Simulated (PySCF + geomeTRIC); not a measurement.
A geometry relaxed with ωB97X-D3(BJ)/def2-TZVP (PySCF + geomeTRIC), charge 0, multiplicity 2:

```xyz
4

H      1.0721    -0.1386    -0.0018
C      0.0000     0.0000     0.0000
H     -0.4160     0.9977    -0.0008
H     -0.6560    -0.8592     0.0026
```

Task: Write the SMILES of this molecule.

Result: `[CH3]`
